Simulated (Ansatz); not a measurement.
# Which method gave which barrier?

Saddle point of CH₈SSi, closed shell (CH₆Si ([CH3][SiH3]) + H₂S → SiH₄S ([SiH3][SH]) + CH₄; bonds formed: Si1–S7, C2–H6; bonds broken: Si1–C2, H6–S7), PBE0-D4/def2-TZVP structure:

```tsv
atom	x (Å)	y (Å)	z (Å)
Si1	-0.6570	0.8116	-0.2633
C2	-0.0662	-0.9672	0.7923
H3	-0.8832	0.7178	-1.7226
H4	-2.0127	0.4419	0.2800
H5	-0.3739	2.0870	0.4301
H6	0.7629	-0.1934	0.1559
S7	1.8257	0.8910	-0.8127
H8	-0.4745	-0.6622	1.7544
H9	0.8555	-1.5344	0.9743
H10	-0.7536	-1.6137	0.2473
H11	1.7770	0.0216	-1.8357
```

Program: Ansatz 0.2.0. Basis: def2-TZVPP, with def2-QZVPP for the basis limit. Cores are frozen in the correlated methods. Extrapolation: Hartree–Fock as exp(−7.88 √X), correlation as X^−2.97. Four methods, as single points on the PBE0-D4 structures, gave these electronic barriers from the start structure: 1.760, 2.225, 2.659, 3.260 eV.

Task: The methods were, in alphabetical order, BHLYP-D4, HF, PBE0-D4, SPW92. Which gave which? (Judge from chemistry; the calculation decides.)

Result: The calculation gives: SPW92 1.760; PBE0-D4 2.225; BHLYP-D4 2.659; HF 3.260 eV. For comparison, CCSD(T) at an estimated basis limit (MP2 extrapolated from triple and quadruple zeta, plus CCSD(T) − MP2 in triple zeta) gives 2.469 eV.

The T1 diagnostic stays at or below 0.012.

Labels in which every atom is bracketed show which atoms are joined, not bond orders.

For scale, one of the runs: CCSD(T)/def2-TZVPP, 227 basis functions, launched by `ansatz run in.yaml --threads 4 --pin off --events-out ev --progress --plain --max-ram 9574MiB`. Hardware: 4 CPU threads of an Intel Xeon Platinum 8488C, shared host. Wall time 26 s; peak host memory 3.6 GiB.
